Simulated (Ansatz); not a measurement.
Species: C5H5N, SMILES `c1ccccn1` (charge 0, multiplicity 1), formula C5H5N.

### Question
How many basis functions does Ansatz (an electronic-structure program) with frozen-core CCSD(T)/cc-pVTZ // PBE-D3(BJ)/def2-SVP use, how many core orbitals are frozen, and how many electrons are correlated?

### Answer
250 basis functions and 6 frozen orbitals, which leaves 30 correlated electrons. Core time is of the order of minutes.
